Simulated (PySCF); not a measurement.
Species: C₂H₇O₂P.
Bonds: C1–P2, P2–C3, P2–O4 (double), P2–O5. Hydrogens: H6, H7, H8 on C1; H9, H10, H11 on C3; H12 on O5.

The same species was optimised twice, with GFN2-xTB and with PBE0-D3(BJ)/def2-SVP (PySCF), and the same property calculations (PySCF, gas phase) were run on both structures.

```csv
coordinate,GFN2-xTB,PBE0-D3(BJ)/def2-SVP,change
C1–P2 (Å),1.829,1.805,-0.024
P2–C3 (Å),1.829,1.806,-0.023
P2=O4 (Å),1.468,1.489,+0.021
P2–O5 (Å),1.618,1.637,+0.019
C3–H10 (Å),1.085,1.099,+0.014
C1–H6 (Å),1.085,1.099,+0.014
C3–H11 (Å),1.086,1.099,+0.013
C1–H8 (Å),1.086,1.099,+0.013
C3–H9 (Å),1.087,1.099,+0.012
C1–H7 (Å),1.087,1.099,+0.012
O5–H12 (Å),0.959,0.966,+0.007
O4–P2–O5 (°),111.0,113.1,+2.1
P2–O5–H12 (°),107.0,108.0,+1.0
P2–C1–H6 (°),110.5,111.3,+0.8
C1–P2–O5 (°),103.2,102.4,-0.8
P2–C3–H10 (°),110.5,111.2,+0.7
H9–C3–H10 (°),110.0,109.4,-0.6
C1–P2–O4 (°),115.8,115.3,-0.5
C3–P2–O4 (°),115.7,115.2,-0.5
```

Rotational constants: A = 4074, B = 3964, C = 3641 MHz (GFN2-xTB) against A = 4036, B = 3916, C = 3717 MHz (PBE0-D3(BJ)/def2-SVP).

On the GFN2-xTB structure: HOMO (eV) -7.84 [PBE0/pcSseg-1]; LUMO (eV) 1.04 [PBE0/pcSseg-1]; dipole (D) 2.67 [PBE0/pcSseg-1]; GIAO shielding of C1/C3 (mean) (ppm) 165.8 [PBE0/pcSseg-1]; GIAO shielding of P2 (ppm) 279.9 [PBE0/pcSseg-1]; GIAO shielding of O4 (ppm) 174.8 [PBE0/pcSseg-1]; GIAO shielding of O5 (ppm) 219.4 [PBE0/pcSseg-1].

Q: What do these properties become on the PBE0-D3(BJ)/def2-SVP structure?

A: 
| property | level | on GFN2-xTB | on PBE0-D3(BJ)/def2-SVP | change |
| --- | --- | --- | --- | --- |
| HOMO (eV) | PBE0/pcSseg-1 | -7.84 | -7.79 | +0.05 |
| LUMO (eV) | PBE0/pcSseg-1 | 1.04 | 0.98 | -0.06 |
| dipole (D) | PBE0/pcSseg-1 | 2.67 | 2.76 | +0.09 |
| energy, GFN2-xTB geometry as zero (kcal/mol) | PBE0/pcSseg-1 | 0.0 | -1.2 | -1.2 |
| GIAO shielding of C1/C3 (mean) (ppm) | PBE0/pcSseg-1 | 165.8 | 165.2 | -0.6 |
| GIAO shielding of P2 (ppm) | PBE0/pcSseg-1 | 279.9 | 273.8 | -6.1 |
| GIAO shielding of O4 (ppm) | PBE0/pcSseg-1 | 174.8 | 169.2 | -5.6 |
| GIAO shielding of O5 (ppm) | PBE0/pcSseg-1 | 219.4 | 217.9 | -1.5 |

The heavy atoms differ by 0.027 Å rms after alignment. Among all bonds C1–P2 and P2–C3 change most and about equally (-0.024 to -0.023 Å). Changes are differences of the printed values. Neither structure is proved a minimum here.

Shape of the structure used: `[CH3:1][P:2]([CH3:3])(=[O:4])[OH:5]`: H–O5–P2–C1 -128°.
